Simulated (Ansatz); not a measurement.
**AlBH₂ (triplet): from Hartree-Fock to the top rungs at scale of all distances = 0.873, 6-31G**

Aim: climb from Hartree-Fock through coupled cluster and multireference methods for AlBH₂ (triplet) at one geometry and basis, and see what each rung misses.

Computed with Ansatz 0.2.0, Gaussian basis. Level: 6-31G, core rule «outside noble gas», up to 6 orbitals frozen.

The runs, in order: UHF; CCSD(T) on ROHF; CCSD(T) on UHF; BCCD(T) on ROHF; CISD; CCSDT(Q) on ROHF; CCSDT(Q) on UHF; CISDTQ; CASSCF and MRCISD+Q, 4 electrons in 4 orbitals; CASSCF and NEVPT2, 4 electrons in 4 orbitals; CASSCF and MRCISD+Q, 8 electrons in 10 orbitals; CASSCF and NEVPT4(SD), 8 electrons in 10 orbitals; CASSCF and NEVPT2, 8 electrons in 10 orbitals; Full CI.

11 further runs of the same task are left out: 9 that didn't finish, 2 set aside as unsound or not needed.

### Step 1. What is computed

The geometry derives from a PBE0/def2-TZVP stationary point (not a proven minimum). All distances are scaled together.

4 atoms, charge 0, spin multiplicity 3.

Atoms are counted from 1 here; the program's logs count them from 0.

Bond lengths: B1–Al2 1.815 Å, Al2–H3 1.383 Å, Al2–H4 1.383 Å. Angles: B1–Al2–H3 117.0°, B1–Al2–H4 117.0°, H3–Al2–H4 125.9°.

### Step 2. UHF

The input, in.yaml:

```yaml
crystal:
  periodic: [false, false, false]
  atoms:
    - {symbol: B, position_ang: [0.000000, 0.000000, 1.354127]}
    - {symbol: Al, position_ang: [0.000000, 0.000000, -0.461126]}
    - {symbol: H, position_ang: [0.000000, -1.232088, -1.090129]}
    - {symbol: H, position_ang: [0.000000, 1.232088, -1.090129]}
basis:
  gaussian: {orbitals: 6-31G}
magnetization: {spin_polarized: true, initial_magnetization: 2}
hamiltonian: {xc: hf}
output: {orbitals: {seedname: orbitals}}
```

Launch:

```console
$ ansatz run in.yaml --threads 1 --pin off --events-out ev --progress --plain --max-ram 2393MiB
```

Further steps of the session: CCSD(T) on ROHF; CCSD(T) on UHF; BCCD(T) on ROHF; CISD; CCSDT(Q) on ROHF; CCSDT(Q) on UHF; CISDTQ; CASSCF and MRCISD+Q, 4 electrons in 4 orbitals; CASSCF and NEVPT2, 4 electrons in 4 orbitals; CASSCF and MRCISD+Q, 8 electrons in 10 orbitals; CASSCF and NEVPT4(SD), 8 electrons in 10 orbitals; CASSCF and NEVPT2, 8 electrons in 10 orbitals; Full CI.

**Question.** What will the summary of the whole plan be? Wanted: FCI below the RHF energy; RMP2 from FCI; UMP2 from FCI; RCCSD from FCI; RCCSD(T) from FCI; UCCSD(T) from FCI; RCCSDT(Q) from FCI; UCCSDT(Q) from FCI; MRCISD+Q pair from FCI.

The runs gave:

```
                         quantity                                                                                                                                           value
         FCI below the RHF energy                                                                                                                                      -2.2399 eV
                    RMP2 from FCI                                                                                                                                      +739.2 meV
                    UMP2 from FCI                                                                                                                                      +733.5 meV
                   RCCSD from FCI                                                                                                                                       +69.8 meV
                RCCSD(T) from FCI                                                                                                                                       +24.6 meV
                UCCSD(T) from FCI                                                                                                                                       +24.1 meV
               RCCSDT(Q) from FCI                                                                                                                                        +0.7 meV
               UCCSDT(Q) from FCI                                                                                                                                        +0.3 meV
           MRCISD+Q pair from FCI                                                                                                                                       +14.1 meV
          NEVPT2 valence from FCI                                                                                                                                      +200.5 meV
      NEVPT4(SD) valence from FCI                                                                                                                                       +36.1 meV
levels within 1 kcal/mol (43 meV)  RCCSD(T), UCCSD(T), BCCD(T), RCCSDT, UCCSDT, CISDTQ, RCCSDT(Q), UCCSDT(Q), MRCISD+Q pair, NEVPT4(SD) valence, MRCISD valence, MRCISD+Q valence
                    T1 diagnostic                                                                                                                                           0.027
   effectively unpaired electrons                                                                                                                                            2.04
```

What this shows: RCCSD(T) misses by +24.6 meV, 1.1 % of the correlation energy. One determinant dominates. Of the multireference levels listed MRCISD+Q valence comes nearest in total energy (+10.5 meV), which doesn't show that its space is the better one. These misses are within one basis, not against nature; the frozen cores of restricted and unrestricted runs differ, which can shift their rows.
